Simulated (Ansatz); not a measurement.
A ladder of methods for BH3F− (SMILES [BH3-]F)

The species is BH3F− (5 atoms), meant as a singlet with charge -1. SMILES: `[BH3-]F`. The shape is that of a GFN2-xTB optimisation.

```xyz
5

B    -0.0357    0.0293   -0.0339
F     0.8556   -0.7179    0.8270
H    -1.0673    0.2642    0.5881
H    -0.2746   -0.6513   -1.0275
H     0.5221    1.0757   -0.3536
```

Quantity: the energy change with the B1–H5 bond stretched from 1.228 to 3.070 Å, in eV. The values are calculated.

```json
{"level": "HF/STO-3G (restricted)", "kind": "Hartree–Fock", "program": "Ansatz", "value (eV)": "7.76", "less FCI/STO-3G": "+2.02"}
{"level": "PBE/STO-3G (restricted)", "kind": "GGA", "program": "Ansatz", "value (eV)": "5.11", "less FCI/STO-3G": "-0.63"}
{"level": "r2SCAN/STO-3G (restricted)", "kind": "meta-GGA", "program": "Ansatz", "value (eV)": "5.52", "less FCI/STO-3G": "-0.22"}
{"level": "r2SCAN0/STO-3G (restricted)", "kind": "hybrid meta-GGA", "program": "Ansatz", "value (eV)": "6.26", "less FCI/STO-3G": "+0.52"}
{"level": "B2PLYP/STO-3G (restricted)", "kind": "double hybrid", "program": "Ansatz", "value (eV)": "5.89", "less FCI/STO-3G": "+0.15"}
{"level": "RPA@PBE/STO-3G (restricted)", "kind": "RPA", "program": "Ansatz", "value (eV)": "4.99", "less FCI/STO-3G": "-0.75"}
{"level": "CCSD(T)/STO-3G (restricted)", "kind": "coupled cluster or CI", "program": "Ansatz", "value (eV)": "5.50", "less FCI/STO-3G": "-0.24"}
{"level": "CCSDT(Q)/STO-3G (restricted)", "kind": "coupled cluster or CI", "program": "Ansatz", "value (eV)": "5.77", "less FCI/STO-3G": "+0.03"}
{"level": "CCSDT/STO-3G (restricted)", "kind": "coupled cluster or CI", "program": "Ansatz", "value (eV)": "5.73", "less FCI/STO-3G": "-0.01"}
{"level": "FCI/STO-3G", "kind": "exact in the basis", "program": "Ansatz", "value (eV)": "5.74", "less FCI/STO-3G": "0.00"}
```

FCI/STO-3G is exact within its basis and frozen core, so for wave-function methods in that basis the difference is their error; functionals converge differently with the basis, so for them it is only a difference. A spin-restricted reference rises too steeply as a bond breaks; here HF/STO-3G, r2SCAN0/STO-3G lie well above the multireference or unrestricted value. Sets without diffuse functions describe the anion poorly. The first shape isn't each level's own minimum. The values span 4.99 to 7.76 eV. All rows use very small basis sets, so none should be taken for the real molecule's value.
